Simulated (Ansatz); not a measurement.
The input, for Ansatz 0.2.0:

```yaml
crystal:
  periodic: [false, false, false]
  atoms:
    - {symbol: O, position_ang: [-1.063089, -0.433995, 0.000000]}
    - {symbol: C, position_ang: [-0.022144, 0.426386, 0.000000]}
    - {symbol: O, position_ang: [1.147228, 0.106178, 0.000000]}
    - {symbol: H, position_ang: [-0.671714, -1.332697, 0.000000]}
    - {symbol: H, position_ang: [-0.399991, 1.455404, 0.000000]}
basis:
  gaussian: {orbitals: STO-3G}
magnetization: {spin_polarized: true, initial_magnetization: 0}
correlation: {method: ccsdtq, electrons: outside_noble_gas}
```

```sh
$ ansatz run in.yaml --threads 1 --pin off --events-out ev --progress --plain --max-ram 4160MiB --backend cpu
```

Output:

```
296 factors; integrals over basis functions are off by at most 4.3e-8 eV
mean field evaluation 1: about -5063.0127 eV, gradient 2.5e1 eV
mean field evaluation 2: about -5063.1208 eV, gradient 2.5e1 eV
mean field evaluation 4: about -5067.1500 eV, gradient 1.9e0 eV
mean field evaluation 8: about -5067.2124 eV, gradient 6.5e-5 eV
mean field evaluation 16: about -5067.2457 eV, gradient 6.0e-3 eV
mean field evaluation 32: about -5067.2074 eV, gradient 1.5e-3 eV
mean field evaluation 64: about -5063.9921 eV, gradient 7.9e-2 eV
mean field -5067.24454773 eV, -186.2178024274 hartree, gradient 2.4e-6 eV, S^2 0.168411; 5 other end points of the search recorded, 0 dependent functions left out
determinant -5067.24454773 eV, -186.2178024274 hartree, with singles and doubles -5072.13919511 eV, -186.3976774010 hartree
determinant -5063.99222614 eV, -186.0982818136 hartree, with singles and doubles -5067.15705392 eV, -186.2145870890 hartree
determinant -5067.20743154 eV, -186.2164384325 hartree, with singles and doubles -5072.13865084 eV, -186.3976573993 hartree
determinant -5067.24454773 eV, -186.2178024274 hartree, with singles and doubles -5072.14381756 eV, -186.3978472729 hartree
determinant -5067.20743154 eV, -186.2164384325 hartree, with singles and doubles -5072.13817386 eV, -186.3976398705 hartree
3 core orbitals not correlated: weight in the atoms' cores, before any rotation towards them, 1.000 or more for the frozen orbitals, at most 0.000 for the correlated occupied ones
reference -5067.20743154 eV, -186.2164384325 hartree; 9, 9 occupied and 5, 5 virtual orbitals, 296 factors
second order -4.24539796 eV of doubles, -0.00000000 eV of singles
cycle   1  -4.57603152 eV  change   -3.3e-1 eV  update   9.8e-2
cycle   2  -4.93042062 eV  change   -3.5e-1 eV  update   4.8e-2
cycle   3  -5.11141601 eV  change   -1.8e-1 eV  update   2.2e-2
cycle   4  -5.13269907 eV  change   -2.1e-2 eV  update   7.3e-3
cycle   5  -5.13601817 eV  change   -3.3e-3 eV  update   4.0e-3
cycle   6  -5.13535856 eV  change    6.6e-4 eV  update   1.6e-3
cycle   7  -5.13515948 eV  change    2.0e-4 eV  update   8.8e-4
cycle   8  -5.13530699 eV  change   -1.5e-4 eV  update   3.2e-4
cycle   9  -5.13534642 eV  change   -3.9e-5 eV  update   2.0e-4
cycle  10  -5.13533847 eV  change    8.0e-6 eV  update   4.9e-5
cycle  11  -5.13534603 eV  change   -7.6e-6 eV  update   2.2e-5
cycle  12  -5.13535860 eV  change   -1.3e-5 eV  update   1.4e-5
cycle  13  -5.13535138 eV  change    7.2e-6 eV  update   6.7e-6
cycle  14  -5.13535363 eV  change   -2.2e-6 eV  update   2.5e-6
cycle  15  -5.13535136 eV  change    2.3e-6 eV  update   1.0e-6
cycle  16  -5.13535065 eV  change    7.1e-7 eV  update   4.5e-7
Total energy: -5072.34278219 eV, -186.4051590881 hartree
```

For the same geometry and basis full CI lies 0.2 meV lower.

Ran on 1 thread of AMD EPYC 7R13, shared host: 2 min wall, 1.3 GiB peak host memory.
